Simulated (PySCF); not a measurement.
## Stationary points of ClH₆⁺

Level of theory: PBE0 in PySCF with Cl def2-TZVP, H def2-TZVP; no relativity; density-fitted integrals.

Relaxations began from a few typed shapes. The search is not exhaustive: other isomers or separated fragments can lie lower, and high-lying points may rest on an excited occupation.

```tsv
spin	group	bonds	angles	imaginary modes (cm⁻¹)	ΔE (kJ/mol)	ΔE with ZPE (kJ/mol)
singlet	Oh	Cl–H 1.379 Å (×6)	H–Cl–H 90.0° (×12), H–Cl–H 180.0° (×3)	none	0.0	0.0
singlet	D3h	Cl–H 1.415 Å (×6)	H–Cl–H 79.6° (×6), H–Cl–H 84.7° (×3), H–Cl–H 136.6° (×6)	1508i	317.1	–
```

The lowest minimum found is the singlet Oh: Cl–H 1.379 Å (×6); H–Cl–H 90.0° (×12), H–Cl–H 180.0° (×3).

Counting electrons, chlorine keeps none of its valence electrons outside its bonds, so the VSEPR class is AX6 and the expected shape is octahedral (Oh), as computed.
